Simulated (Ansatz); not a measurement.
# CH₃S radical: geometry and frequencies at several levels

The task here is to estimate one member of a computed series from the others.

Method: the levels named in each step, in Ansatz 0.2.0.

## The structure to begin with

Bond lengths: C1–S2 1.782 Å, C1–H3 1.090 Å, C1–H4 1.096 Å, C1–H5 1.090 Å. Angles: S2–C1–H3 111.9°, S2–C1–H4 106.4°, S2–C1–H5 111.9°, H3–C1–H4 107.7°, H3–C1–H5 110.9°, H4–C1–H5 107.7°.

As a file:

```xyz
5

C    -1.1786   -0.0610   -0.0627
S     0.5977    0.0256    0.0447
H    -1.5055   -0.7300   -0.8587
H    -1.5254   -0.4799    0.8885
H    -1.6279    0.9256   -0.1745
```

The first run:

input.yaml reads:

```yaml
crystal:
  periodic: [false, false, false]
  atoms:
    - { symbol: C, position_ang: [-1.17856308, -0.06102647, -0.06271219] }
    - { symbol: S, position_ang: [0.59766305, 0.02557084, 0.04472387] }
    - { symbol: H, position_ang: [-1.50552051, -0.72998366, -0.85867093] }
    - { symbol: H, position_ang: [-1.52542385, -0.47993536, 0.88848668] }
    - { symbol: H, position_ang: [-1.62790561, 0.92563468, -0.17451743] }
magnetization:
  spin_polarized: true
  initial_magnetization: 1
basis:
  gaussian: { orbitals: def2-TZVPP }
hamiltonian:
  xc: pbe0
  dispersion: d4
phonons: {}
```

Run with:

```bash
$ ansatz run input.yaml --threads 2 --pin off --max-ram 5120MiB --backend cpu --events-out ev --progress --plain --runs-dir out
```

Among the steps run: Frequencies, PBE0-D4/def2-TZVPP; Relaxation, PBE-D4/def2-TZVPP; Frequencies, PBE-D4/def2-TZVPP; Relaxation, r2SCAN-D4/def2-TZVPP; Frequencies, r2SCAN-D4/def2-TZVPP; Relaxation, B3LYP-D4/def2-TZVPP; Frequencies, B3LYP-D4/def2-TZVPP; Relaxation, B2PLYP/def2-TZVPP.

One table of the session follows, with a row left open; its other results are not shown here.

| level | C1–S2 (Å) | dipole (D) |
| --- | --- | --- |
| PBE-D4/def2-TZVPP | 1.7916 | 1.73 |
| r2SCAN-D4/def2-TZVPP | ? | ? |
| B3LYP-D4/def2-TZVPP | 1.7973 | 1.69 |
| B2PLYP/def2-TZVPP | 1.7950 | 1.66 |

Estimate the missing values for r2SCAN-D4/def2-TZVPP.

As computed: C1–S2 (Å): 1.7875; dipole (D): 1.77. In the column «C1–S2 (Å)» it is the lowest.
